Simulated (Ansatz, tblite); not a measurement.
# The cluster Si3Ge: spin-state energies by level, part 2 of 3

Aim: set other spin states of the cluster Si3Ge against its singlet, on many levels of theory.

Ansatz 0.2.0, Gaussian basis; as each input shows. The steps go on from the part before.

## (19) Triplet, HF/STO-3G

File in.yaml:

```yaml
crystal:
  periodic: [false, false, false]
  atoms:
    - {symbol: Si, position_ang: [0.997631, 0.786880, 0.013042]}
    - {symbol: Si, position_ang: [-1.146360, 1.518414, -0.047127]}
    - {symbol: Si, position_ang: [-1.029629, -0.744523, -0.014475]}
    - {symbol: Ge, position_ang: [1.178369, -1.560772, 0.048551]}
basis:
  gaussian: {orbitals: STO-3G}
magnetization: {spin_polarized: true, initial_magnetization: 2}
hamiltonian: {xc: hf}
scf: {omitted_lower_state_checks: [starts]}
output: {orbitals: {seedname: orbitals}}
```

Launch:

```sh
$ ansatz run in.yaml --threads 4 --pin off --events-out ev --progress --plain --max-ram 3916MiB
```

What it wrote, cut to the lines that bear on the results:

```text
Functional definition: HF
  name "HF"
  cite "Fock, Z. Phys. 61, 126 (1930) doi:10.1007/BF01340294"
  parent pbe
[...]
466 factors; integrals over basis functions are off by at most 3.3e-5 eV
[...]
mean field -79140.58437630 eV, -2908.3628324143 hartree, gradient 9.7e-6 eV, S^2 2.496402; 0 other end points of the search recorded, 0 dependent functions left out
reference -79140.58437630 eV, -2908.3628324143 hartree; 38, 36 occupied and 7, 9 virtual orbitals, 466 factors
Total energy: -79140.58437630 eV, -2908.3628324143 hartree
Checks for a lower state left out: starts
```

It took 1.4 s on 4 threads of Arm Neoverse N1, shared host.

HOMO -3.64 eV, LUMO 3.44 eV (over both spins); ⟨S²⟩ 2.496 (pure: 2.00). Doubts: spin contamination.

## (20) Triplet, CCSD(T)/def2-TZVPP

in.yaml: that of step 19 with these lines changed.

```diff
@@ -8,6 +8,6 @@
 basis:
-  gaussian: {orbitals: STO-3G}
+  gaussian: {orbitals: def2-TZVPP, initial_orbitals: start.molden}
 magnetization: {spin_polarized: true, initial_magnetization: 2}
-hamiltonian: {xc: hf}
-scf: {omitted_lower_state_checks: [starts]}
+correlation: {method: ccsd_t}
+scf: {omitted_lower_state_checks: [starts, cluster_reference]}
 output: {orbitals: {seedname: orbitals}}
```

Same command.

What it wrote, cut to the lines that bear on the results:

```text
Functional definition: HF
  name "HF"
  cite "Fock, Z. Phys. 61, 126 (1930) doi:10.1007/BF01340294"
  parent pbe
[...]
1084 factors; integrals over basis functions are off by at most 1.1e-3 eV
[...]
mean field -80057.99141811 eV, -2942.0769193601 hartree, gradient 5.1e-6 eV, S^2 2.194786; 0 other end points of the search recorded, 0 dependent functions left out
[...]
reference -80057.99141811 eV, -2942.0769193601 hartree; 14, 12 occupied and 136, 138 virtual orbitals, 1084 factors
second order -14.96606583 eV of doubles, -0.00000000 eV of singles
cycle   1  -14.31670876 eV  change    6.5e-1 eV  update   1.7e-1
[...]
cycle  15  -15.18661997 eV  change    2.4e-5 eV  update   2.2e-5
perturbative correction -1.23927323 eV, -0.0455424513 hartree
Total energy: -80074.41731131 eV, -2942.6805598014 hartree
Checks for a lower state left out: starts, cluster_reference
```

Wall time 2.6 min (4 threads of Arm Neoverse N1, shared host); peak memory 3.1 GiB.

Hartree-Fock HOMO -7.32 eV, LUMO -1.12 eV (over both spins); ⟨S²⟩ 2.195 (pure: 2.00); T1 0.030. Doubts: spin contamination.

## (21) Triplet, MP2/def2-TZVP

in.yaml: that of step 20 with these lines changed.

```diff
@@ -8,6 +8,6 @@
 basis:
-  gaussian: {orbitals: def2-TZVPP, initial_orbitals: start.molden}
+  gaussian: {orbitals: def2-TZVP, initial_orbitals: start.molden}
 magnetization: {spin_polarized: true, initial_magnetization: 2}
-correlation: {method: ccsd_t}
-scf: {omitted_lower_state_checks: [starts, cluster_reference]}
+correlation: {method: mp2}
+scf: {omitted_lower_state_checks: [starts]}
 output: {orbitals: {seedname: orbitals}}
```

The command is unchanged.

What it wrote, cut to the lines that bear on the results:

```text
Functional definition: HF
  name "HF"
  cite "Fock, Z. Phys. 61, 126 (1930) doi:10.1007/BF01340294"
  parent pbe
[...]
991 factors; integrals over basis functions are off by at most 1.3e-3 eV
[...]
mean field -80057.98737188 eV, -2942.0767706637 hartree, gradient 3.6e-6 eV, S^2 2.194312; 0 other end points of the search recorded, 0 dependent functions left out
24 core orbitals not correlated: weight in the atoms' cores, before any rotation towards them, 1.000 or more for the frozen orbitals, at most 0.000 for the correlated occupied ones
reference -80057.98737188 eV, -2942.0767706637 hartree; 14, 12 occupied and 121, 123 virtual orbitals, 991 factors
second order -14.83375788 eV of doubles, -0.00000000 eV of singles
Total energy: -80072.82112976 eV, -2942.6219012112 hartree
Checks for a lower state left out: starts
```

Wall time 7 s (4 threads of Arm Neoverse N1, shared host).

Report: Hartree-Fock HOMO -7.32 eV, LUMO -1.12 eV (over both spins); ⟨S²⟩ 2.194 (pure: 2.00). Doubts: spin contamination.

## (22) Triplet, RPA/def2-TZVP

in.yaml: that of step 21 with these lines changed.

```diff
@@ -10,4 +10,4 @@
 magnetization: {spin_polarized: true, initial_magnetization: 2}
-correlation: {method: mp2}
+hamiltonian: {xc: pbe}
+correlation: {method: rpa}
 scf: {omitted_lower_state_checks: [starts]}
-output: {orbitals: {seedname: orbitals}}
```

Launched as before.

What it wrote, cut to the lines that bear on the results:

```text
Functional definition: PBE
  name "PBE"
  cite "Perdew, Burke & Ernzerhof, Phys. Rev. Lett. 77, 3865 (1996) doi:10.1103/PhysRevLett.77.3865"
  parent pbe
[...]
991 factors; integrals over basis functions are off by at most 1.3e-3 eV
[...]
mean field -80129.18654849 eV, -2944.6932921437 hartree, gradient 6.1e-6 eV, S^2 2.016641; 0 other end points of the search recorded, 0 dependent functions left out
24 core orbitals not correlated: weight in the atoms' cores, before any rotation towards them, 1.000 or more for the frozen orbitals, at most 0.000 for the correlated occupied ones
reference -80056.33064287 eV, -2942.0158869955 hartree; 14, 12 occupied and 121, 123 virtual orbitals, 991 factors
Total energy: -80080.33289749 eV, -2942.8979535837 hartree
Checks for a lower state left out: starts
```

Run time: 7 s. Hardware: 4 threads of Arm Neoverse N1, shared host.

From the report: ⟨S²⟩ 2.017 (pure: 2.00).

## (23) Triplet less singlet

The singlet's energies are those of its earlier runs, whose logs aren't repeated here.

| level | triplet less singlet (eV) | time |
| --- | --- | --- |
| GFN1-xTB | +0.389 | 0.014 s |
| GFN2-xTB | +0.901 | 0.023 s |
| HF/STO-3G† | +0.464 | 1.7 s |
| HF/def2-TZVP† | +0.679 |  |
| HF/def2-TZVPP† | +0.678 |  |
| LDA/def2-TZVP | +0.805 | 3.4 s |
| PBE-D4/def2-TZVP | +0.750 | 6.5 s |
| BLYP-D4/def2-TZVP | +0.860 | 6.7 s |
| r2SCAN-D4/def2-TZVP | +0.610 | 20 s |
| r2SCANh-D4/def2-TZVP | +0.620 | 23 s |
| B3LYP-D4/def2-TZVP | +0.890 | 11 s |
| PBE0-D4/def2-TZVP | +0.775 | 12 s |
| CAM-B3LYP-D4/def2-TZVP | +0.925 | 16 s |
| RPA/def2-TZVP | +0.909 | 12 s |
| MP2/def2-TZVP† | +1.022 | 11 s |
| MP2/def2-TZVPP† | +1.029 |  |
| CCSD/def2-TZVPP† | +0.915 |  |
| CCSD(T)/def2-TZVPP† | +0.887 | 3.2 min |

Times add the two runs; a level without a time comes out of a correlated run. † marks a level with a doubtful state (flagged, unstable, out of aufbau order, or strongly spin-contaminated); such levels are left out of the summary. Tight binding without a spin term can't rank spin states. CCSD(T)/def2-TZVPP is no safe reference here (spin contamination).

PBE with a growing share of exact exchange (def2-TZVP, no dispersion):

| share | triplet less singlet (eV) |
| --- | --- |
| 0 | +0.753 |
| 0.05 | +0.759 |
| 0.1 | +0.764 |
| 0.15 | +0.768 |
| 0.25 | +0.777 |
| 0.35 | +0.786 |
| 0.5 | +0.797 |

## (24) Relaxing the quintet

File in.yaml:

```yaml
crystal:
  periodic: [false, false, false]
  atoms:
    - {symbol: Si, position_ang: [0.950027, 0.743682, 0.008668]}
    - {symbol: Si, position_ang: [-1.205105, 1.596335, -0.045637]}
    - {symbol: Si, position_ang: [-0.975164, -0.710625, -0.017463]}
    - {symbol: Ge, position_ang: [1.230252, -1.629393, 0.054422]}
basis:
  gaussian: {orbitals: def2-SVP}
magnetization: {spin_polarized: true, initial_magnetization: 4}
hamiltonian: {xc: r2scan, dispersion: d4}
scf: {omitted_lower_state_checks: [starts]}
output: {orbitals: {seedname: orbitals}}
relax: {f_tol: 0.02, max_steps: 100}
```

Same command.

What it wrote, cut to the lines that bear on the results:

```text
Functional definition: r2SCAN
  name "r2SCAN"
  cite "Furness, Kaplan, Ning, Perdew & Sun, J. Phys. Chem. Lett. 11, 8208 (2020) doi:10.1021/acs.jpclett.0c02405"
  cite "Furness, Kaplan, Ning, Perdew & Sun, J. Phys. Chem. Lett. 11, 9248 (2020) doi:10.1021/acs.jpclett.0c03077"
  parent r2scan
[...]
939 factors; their error is unknown
[...]
Atom 0 at     0.997638     0.781799    -0.243693 Å, force    -0.002365     0.004275    -0.000304 eV/Å
Atom 1 at    -1.136260     1.500352     0.213773 Å, force     0.003983    -0.005255    -0.000947 eV/Å
Atom 2 at    -1.020307    -0.742564    -0.270997 Å, force    -0.003465     0.003448    -0.000321 eV/Å
Atom 3 at     1.158940    -1.539588     0.300907 Å, force     0.001846    -0.002467     0.001573 eV/Å
Dipole moment:    -0.008965     0.008846     0.168685 e Å
Checks for a lower state left out: starts
```

Run time: 76 s. Hardware: 4 threads of Arm Neoverse N1, shared host.

The steps of the relaxation: (the energy doesn't fall at every step)

| step | energy from step 1 (eV) | largest force component (eV/Å) |
| --- | --- | --- |
| 1 | 0.0000 | 0.8379 |
| 2 | -0.3111 | 0.3314 |
| 3 | -0.3837 | 0.3277 |
| 4 | -0.4030 | 0.1975 |
| 5 | -0.3989 | 0.2057 |
| 6 | -0.4070 | 0.0360 |
| 7 | -0.4071 | 0.0053 |

Close pairs (by a distance rule), those that changed most:

| bond | before (Å) | after (Å) | change (Å) |
| --- | --- | --- | --- |
| Si1–Si3 | 2.413 | 2.529 | +0.116 |
| Si2–Si3 | 2.319 | 2.298 | -0.021 |
| Si1–Si2 | 2.318 | 2.298 | -0.021 |
| Si3–Ge4 | 2.390 | 2.390 | -0.000 |
| Si1–Ge4 | 2.390 | 2.390 | -0.000 |

## (25) Quintet, first pass, PBE0-D4/def2-SVP

File in.yaml:

```yaml
crystal:
  periodic: [false, false, false]
  atoms:
    - {symbol: Si, position_ang: [0.997638, 0.781799, -0.243693]}
    - {symbol: Si, position_ang: [-1.136260, 1.500352, 0.213773]}
    - {symbol: Si, position_ang: [-1.020307, -0.742564, -0.270997]}
    - {symbol: Ge, position_ang: [1.158940, -1.539588, 0.300907]}
basis:
  gaussian: {orbitals: def2-SVP, initial_orbitals: start.molden}
magnetization: {spin_polarized: true, initial_magnetization: 4}
hamiltonian: {xc: pbe0, dispersion: d4}
output: {orbitals: {seedname: orbitals}}
```

Same command.

What it wrote, cut to the lines that bear on the results:

```text
Functional definition: PBE0
  name "PBE0"
  cite "Adamo & Barone, J. Chem. Phys. 110, 6158 (1999) doi:10.1063/1.478522"
  cite "Perdew, Burke & Ernzerhof, Phys. Rev. Lett. 77, 3865 (1996) doi:10.1103/PhysRevLett.77.3865"
  parent pbe
[...]
814 factors; integrals over basis functions are off by at most 8.1e-4 eV
[...]
mean field -80115.03542333 eV, -2944.1732478861 hartree, gradient 1.5e-5 eV, S^2 6.018536; 6 other end points of the search recorded, 0 dependent functions left out
reference -80115.03544627 eV, -2944.1732487291 hartree; 39, 35 occupied and 47, 51 virtual orbitals, 814 factors
Total energy: -80115.25752694 eV, -2944.1814100433 hartree
```

Wall time 8.5 s (4 threads of Arm Neoverse N1, shared host).

HOMO -5.04 eV, LUMO -4.78 eV (over both spins); ⟨S²⟩ 6.019 (pure: 6.00).

## (26) Quintet, GFN1-xTB

Tight binding, by tblite at 300 K electronic temperature and without a spin-polarisation term:

```python
tblite.interface.Calculator('GFN1-xTB', numbers, positions, charge=0, uhf=4).singlepoint()
```

Energy -187.7294 eV; 0.007 s.

## (27) Quintet, GFN2-xTB

Tight binding, by tblite at 300 K electronic temperature and without a spin-polarisation term:

```python
tblite.interface.Calculator('GFN2-xTB', numbers, positions, charge=0, uhf=4).singlepoint()
```

Energy -186.9059 eV; 0.018 s.

## (28) Quintet, PBE0-D4/def2-TZVP

in.yaml: that of step 25 with these lines changed.

```diff
@@ -8,5 +8,6 @@
 basis:
-  gaussian: {orbitals: def2-SVP, initial_orbitals: start.molden}
+  gaussian: {orbitals: def2-TZVP, initial_orbitals: start.molden}
 magnetization: {spin_polarized: true, initial_magnetization: 4}
 hamiltonian: {xc: pbe0, dispersion: d4}
+scf: {omitted_lower_state_checks: [starts]}
 output: {orbitals: {seedname: orbitals}}
```

The command is unchanged.

What it wrote, cut to the lines that bear on the results:

```text
Functional definition: PBE0
  name "PBE0"
  cite "Adamo & Barone, J. Chem. Phys. 110, 6158 (1999) doi:10.1063/1.478522"
  cite "Perdew, Burke & Ernzerhof, Phys. Rev. Lett. 77, 3865 (1996) doi:10.1103/PhysRevLett.77.3865"
  parent pbe
[...]
1205 factors; their error is unknown
[...]
mean field -80130.31247262 eV, -2944.7346690921 hartree, gradient 1.1e-5 eV, S^2 6.022717; 0 other end points of the search recorded, 0 dependent functions left out
reference -80130.31249776 eV, -2944.7346700161 hartree; 39, 35 occupied and 120, 124 virtual orbitals, 1205 factors
Total energy: -80130.53457843 eV, -2944.7428313303 hartree
Checks for a lower state left out: starts
```

Run time: 12 s. Hardware: 4 threads of Arm Neoverse N1, shared host; peak memory 0.61 GiB.

Report: HOMO -5.00 eV, LUMO -4.66 eV (over both spins); ⟨S²⟩ 6.023 (pure: 6.00).

## (29) Quintet, PBE-D4/def2-TZVP

in.yaml: that of step 28 with these lines changed.

```diff
@@ -10,3 +10,3 @@
 magnetization: {spin_polarized: true, initial_magnetization: 4}
-hamiltonian: {xc: pbe0, dispersion: d4}
+hamiltonian: {xc: pbe, dispersion: d4}
 scf: {omitted_lower_state_checks: [starts]}
```

The command is unchanged.

What it wrote, cut to the lines that bear on the results:

```text
Functional definition: PBE
  name "PBE"
  cite "Perdew, Burke & Ernzerhof, Phys. Rev. Lett. 77, 3865 (1996) doi:10.1103/PhysRevLett.77.3865"
  parent pbe
[...]
1114 factors; their error is unknown
[...]
mean field -80127.21320024 eV, -2944.6207729330 hartree, gradient 9.2e-6 eV, S^2 6.009325; 0 other end points of the search recorded, 0 dependent functions left out
reference -80127.21323372 eV, -2944.6207741636 hartree; 39, 35 occupied and 120, 124 virtual orbitals, 1114 factors
Total energy: -80127.47518786 eV, -2944.6304008005 hartree
Checks for a lower state left out: starts
```

It took 6 s on 4 threads of Arm Neoverse N1, shared host.

HOMO -4.22 eV, LUMO -5.46 eV (over both spins; with the spin held, an empty level of the minority spin lies below the top filled one); ⟨S²⟩ 6.009 (pure: 6.00).

## (30) Quintet, r2SCAN-D4/def2-TZVP

in.yaml: that of step 29 with these lines changed.

```diff
@@ -10,3 +10,3 @@
 magnetization: {spin_polarized: true, initial_magnetization: 4}
-hamiltonian: {xc: pbe, dispersion: d4}
+hamiltonian: {xc: r2scan, dispersion: d4}
 scf: {omitted_lower_state_checks: [starts]}
```

Launched as before.

What it wrote, cut to the lines that bear on the results:

```text
Functional definition: r2SCAN
  name "r2SCAN"
  cite "Furness, Kaplan, Ning, Perdew & Sun, J. Phys. Chem. Lett. 11, 8208 (2020) doi:10.1021/acs.jpclett.0c02405"
  cite "Furness, Kaplan, Ning, Perdew & Sun, J. Phys. Chem. Lett. 11, 9248 (2020) doi:10.1021/acs.jpclett.0c03077"
  parent r2scan
[...]
1114 factors; their error is unknown
[...]
mean field -80144.99503189 eV, -2945.2742431934 hartree, gradient 2.2e-5 eV, S^2 6.029392; 0 other end points of the search recorded, 0 dependent functions left out
reference -80144.99504498 eV, -2945.2742436741 hartree; 39, 35 occupied and 120, 124 virtual orbitals, 1114 factors
Total energy: -80145.04261280 eV, -2945.2759917593 hartree
Checks for a lower state left out: starts
```

It took 14 s on 4 threads of Arm Neoverse N1, shared host.

From the report: HOMO -4.49 eV, LUMO -5.18 eV (over both spins; with the spin held, an empty level of the minority spin lies below the top filled one); ⟨S²⟩ 6.029 (pure: 6.00).

## (31) Quintet, CAM-B3LYP-D4/def2-TZVP

in.yaml: that of step 30 with these lines changed.

```diff
@@ -10,3 +10,3 @@
 magnetization: {spin_polarized: true, initial_magnetization: 4}
-hamiltonian: {xc: r2scan, dispersion: d4}
+hamiltonian: {xc: {name: CAM-B3LYP}, dispersion: d4}
 scf: {omitted_lower_state_checks: [starts]}
```

The command is unchanged.

What it wrote, cut to the lines that bear on the results:

```text
Functional definition: CAM-B3LYP
  name "CAM-B3LYP"
  cite "Yanai, Tew & Handy, Chem. Phys. Lett. 393, 51 (2004) doi:10.1016/j.cplett.2004.06.011"
  cite "Iikura, Tsuneda, Yanai & Hirao, J. Chem. Phys. 115, 3540 (2001) doi:10.1063/1.1383587"
  cite "Becke, Phys. Rev. A 38, 3098 (1988) doi:10.1103/PhysRevA.38.3098"
  cite "Lee, Yang & Parr, Phys. Rev. B 37, 785 (1988) doi:10.1103/PhysRevB.37.785"
[...]
1172 factors; their error is unknown
269 factors; integrals over basis functions are off by at most 1.3e-5 eV
[...]
mean field -80149.91167214 eV, -2945.4549263897 hartree, gradient 6.7e-6 eV, S^2 6.031789; 0 other end points of the search recorded, 0 dependent functions left out
reference -80149.91177470 eV, -2945.4549301587 hartree; 39, 35 occupied and 120, 124 virtual orbitals, 1172 factors
Total energy: -80150.14857205 eV, -2945.4636323009 hartree
Checks for a lower state left out: starts
```

Run time: 24 s. Hardware: 4 threads of Arm Neoverse N1, shared host; peak memory 0.95 GiB.

From the report: HOMO -5.86 eV, LUMO -3.67 eV (over both spins); ⟨S²⟩ 6.032 (pure: 6.00).

## (32) Quintet, LDA/def2-TZVP

in.yaml: that of step 31 with these lines changed.

```diff
@@ -10,3 +10,3 @@
 magnetization: {spin_polarized: true, initial_magnetization: 4}
-hamiltonian: {xc: {name: CAM-B3LYP}, dispersion: d4}
+hamiltonian: {xc: lda}
 scf: {omitted_lower_state_checks: [starts]}
```

The command is unchanged.

What it wrote, cut to the lines that bear on the results:

```text
Functional definition: SPW92
  name "SPW92"
  cite "Dirac, Proc. Camb. Phil. Soc. 26, 376 (1930) doi:10.1017/S0305004100016108"
  cite "Slater, Phys. Rev. 81, 385 (1951) doi:10.1103/PhysRev.81.385"
  cite "Perdew & Wang, Phys. Rev. B 45, 13244 (1992) doi:10.1103/PhysRevB.45.13244"
[...]
1114 factors; their error is unknown
[...]
mean field -79967.89724187 eV, -2938.7660194510 hartree, gradient 6.8e-6 eV, S^2 6.003301; 0 other end points of the search recorded, 0 dependent functions left out
reference -79967.89727092 eV, -2938.7660205188 hartree; 39, 35 occupied and 120, 124 virtual orbitals, 1114 factors
Total energy: -79967.89727092 eV, -2938.7660205188 hartree
Checks for a lower state left out: starts
```

Wall time 2.7 s (4 threads of Arm Neoverse N1, shared host).

HOMO -4.28 eV, LUMO -5.80 eV (over both spins; with the spin held, an empty level of the minority spin lies below the top filled one); ⟨S²⟩ 6.003 (pure: 6.00).

## (33) Quintet, r2SCANh-D4/def2-TZVP

in.yaml: that of step 32 with these lines changed.

```diff
@@ -10,3 +10,3 @@
 magnetization: {spin_polarized: true, initial_magnetization: 4}
-hamiltonian: {xc: lda}
+hamiltonian: {xc: {name: r2SCANh}, dispersion: d4}
 scf: {omitted_lower_state_checks: [starts]}
```

Launched as before.

What it wrote, cut to the lines that bear on the results:

```text
Functional definition: r2SCANh
  name "r2SCANh"
  cite "Bursch, Neugebauer, Ehlert & Grimme, J. Chem. Phys. 156, 134105 (2022) doi:10.1063/5.0086040"
  cite "Furness, Kaplan, Ning, Perdew & Sun, J. Phys. Chem. Lett. 11, 8208 (2020) doi:10.1021/acs.jpclett.0c02405"
  cite "Furness, Kaplan, Ning, Perdew & Sun, J. Phys. Chem. Lett. 11, 9248 (2020) doi:10.1021/acs.jpclett.0c03077"
  parent r2scan
[...]
1133 factors; their error is unknown
[...]
mean field -80144.55007541 eV, -2945.2578913442 hartree, gradient 1.7e-5 eV, S^2 6.034265; 0 other end points of the search recorded, 0 dependent functions left out
reference -80144.55008733 eV, -2945.2578917823 hartree; 39, 35 occupied and 120, 124 virtual orbitals, 1133 factors
Total energy: -80144.60520048 eV, -2945.2599171531 hartree
Checks for a lower state left out: starts
```

It took 19 s on 4 threads of Arm Neoverse N1, shared host; peak memory 0.65 GiB.

HOMO -4.77 eV, LUMO -4.89 eV (over both spins; with the spin held, an empty level of the minority spin lies below the top filled one); ⟨S²⟩ 6.034 (pure: 6.00).

## (34) Quintet, B3LYP-D4/def2-TZVP

in.yaml: that of step 33 with these lines changed.

```diff
@@ -10,3 +10,3 @@
 magnetization: {spin_polarized: true, initial_magnetization: 4}
-hamiltonian: {xc: {name: r2SCANh}, dispersion: d4}
+hamiltonian: {xc: {name: B3LYP}, dispersion: d4}
 scf: {omitted_lower_state_checks: [starts]}
```

The command is unchanged.

What it wrote, cut to the lines that bear on the results:

```text
Functional definition: B3LYP
  name "B3LYP"
  cite "Stephens, Devlin, Chabalowski & Frisch, J. Phys. Chem. 98, 11623 (1994) doi:10.1021/j100096a001"
  cite "Becke, Phys. Rev. A 38, 3098 (1988) doi:10.1103/PhysRevA.38.3098"
  cite "Lee, Yang & Parr, Phys. Rev. B 37, 785 (1988) doi:10.1103/PhysRevB.37.785"
  cite "Vosko, Wilk & Nusair, Can. J. Phys. 58, 1200 (1980) doi:10.1139/p80-159"
[...]
1172 factors; their error is unknown
[...]
mean field -80149.55000802 eV, -2945.4416354785 hartree, gradient 4.8e-6 eV, S^2 6.014005; 0 other end points of the search recorded, 0 dependent functions left out
reference -80149.55021990 eV, -2945.4416432649 hartree; 39, 35 occupied and 120, 124 virtual orbitals, 1172 factors
Total energy: -80149.99235791 eV, -2945.4578915369 hartree
Checks for a lower state left out: starts
```

Wall time 12 s (4 threads of Arm Neoverse N1, shared host); peak memory 0.61 GiB.

Report: HOMO -4.70 eV, LUMO -4.91 eV (over both spins; with the spin held, an empty level of the minority spin lies below the top filled one); ⟨S²⟩ 6.014 (pure: 6.00).

## (35) Quintet, BLYP-D4/def2-TZVP

in.yaml: that of step 34 with these lines changed.

```diff
@@ -10,3 +10,3 @@
 magnetization: {spin_polarized: true, initial_magnetization: 4}
-hamiltonian: {xc: {name: B3LYP}, dispersion: d4}
+hamiltonian: {xc: {name: BLYP}, dispersion: d4}
 scf: {omitted_lower_state_checks: [starts]}
```

Launched as before.

What it wrote, cut to the lines that bear on the results:

```text
Functional definition: BLYP
  name "BLYP"
  cite "Becke, Phys. Rev. A 38, 3098 (1988) doi:10.1103/PhysRevA.38.3098"
  cite "Lee, Yang & Parr, Phys. Rev. B 37, 785 (1988) doi:10.1103/PhysRevB.37.785"
[...]
1114 factors; their error is unknown
[...]
mean field -80148.96604884 eV, -2945.4201753745 hartree, gradient 5.6e-6 eV, S^2 6.006252; 0 other end points of the search recorded, 0 dependent functions left out
reference -80148.96633312 eV, -2945.4201858217 hartree; 39, 35 occupied and 120, 124 virtual orbitals, 1114 factors
Total energy: -80149.51607126 eV, -2945.4403883257 hartree
Checks for a lower state left out: starts
```

Run time: 5.5 s. Hardware: 4 threads of Arm Neoverse N1, shared host.

Report: HOMO -3.92 eV, LUMO -5.37 eV (over both spins; with the spin held, an empty level of the minority spin lies below the top filled one); ⟨S²⟩ 6.006 (pure: 6.00).

[end of part 2 of 3]
